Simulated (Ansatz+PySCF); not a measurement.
**singlet CH4O: levels of theory in one basis**

```
atom    x (Å)    y (Å)    z (Å)
   C   0.0000  -0.0296  -0.6489
   O   0.0000  -0.0656   0.7479
   H   0.0000  -1.0687  -1.0110
   H  -0.8949   0.4658  -1.0751
   H   0.8949   0.4658  -1.0751
   H   0.0000   0.8400   1.0713
```

Basis set: def2-SVP (spherical functions). Left uncorrelated: 2 orbitals. Charge 0, multiplicity 1.

Computed with Ansatz (development build ahead of 0.2.0); each method stands on the lowest determinant of its kind that the runs found. NEVPT2 correlates all electrons. Active spaces start from the frontier orbitals, and the lowest solution found is given.

```
     method  E − E(RHF) (eV)  <S²> of the determinant
        RHF             0.00                     0.00
    RHF-MP2            -9.18                        –
   RHF-CCSD            -9.86                        –
RHF-CCSD(T)           -10.06                        –
CASSCF(2,2)            -0.56                        –
```

Question: What does SC-NEVPT2(2,2) give on the same scale?

Answer: -9.27 eV. NEVPT2 here correlates all electrons, so it doesn't share the others' frozen core.

Question: Is a single determinant a sound starting point here?

Answer: By this sign, yes. Unrestricted orbitals gain 0.00 eV and <S²> is 0.00 against 0.00 for a pure state. The CASSCF(2,2) natural occupations are 1.98, 0.02.

Caution for CASSCF(2,2): other starts end on other solutions of this active space.
